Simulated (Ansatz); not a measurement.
Mulliken charges of `ClC1C=C1` from r2SCAN/def2-TZVPP in Ansatz (PBE0-D4/def2-TZVP geometry).

| atom | x (Å) | y (Å) | z (Å) | charge (e) |
| --- | --- | --- | --- | --- |
| Cl1 | -2.035 | -0.503 | -0.536 | -0.210 |
| C2 | -0.338 | 0.094 | -0.572 | 0.084 |
| C3 | 0.297 | 0.557 | 0.664 | -0.131 |
| C4 | 0.691 | -0.592 | 0.212 | -0.131 |
| H5 | -0.162 | 0.537 | -1.546 | 0.080 |
| H6 | 0.322 | 1.325 | 1.418 | 0.154 |
| H7 | 1.285 | -1.485 | 0.313 | 0.154 |

Task: By hand: the dipole of these point charges (1 e Å = 4.8032 D).

Result: Σ q r = (0.504, 0.136, 0.093) e Å, of length 0.530 e Å = 2.55 D.

Task: How does the dipole of the full density compare? (Estimate.)

Result: Ansatz gave: (0.527, 0.123, 0.149) e Å, 2.70 D; the point charges give 0.94 times that, at 6° from its direction.

Point charges leave out the atoms' own dipoles, such as those of lone pairs, and Mulliken's split depends on the basis, so the close match here is no proof of good charges.
